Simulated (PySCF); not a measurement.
Beryllium: a sound run and one with changed settings

Sound run: Be [He] 2s2, Be+ [He] 2s1. Computed with PySCF 2.14 in cc-pVTZ (4s3p2d1f, 30 functions), with the non-relativistic Hamiltonian (point nucleus). In the sound run the correlated levels freeze 1s2. The sound run starts from symmetry-adapted Hartree-Fock orbitals and uses a fine grid where one is needed.

A second run was set up differently.

```tsv
species	method	sound run (hartree)	changed run (hartree)	converged
Be	MP2	-14.60105	-14.60644	yes
Be	CCSD(T)	-14.61843	-14.62379	yes
Be+	MP2	n/a	-14.28219	yes
Be+	CCSD(T)	n/a	-14.28259	yes
```

Ionisation energy of Be:

```tsv
method	sound run (eV)	changed run (eV)
UHF	8.045	8.045
MP2	8.811	8.823
SCS-MP2	8.965	8.975
CCSD	9.284	9.279
CCSD(T)	9.284	9.285
```

(1) What was changed?
A. minimal basis
B. a valence shell is frozen
C. too few SCF iterations
D. all electrons correlated in a valence basis

## Answers

(1) D. A valence basis has no tight correlating functions, so it recovers only part of the core correlation, and not evenly between atom and ion.
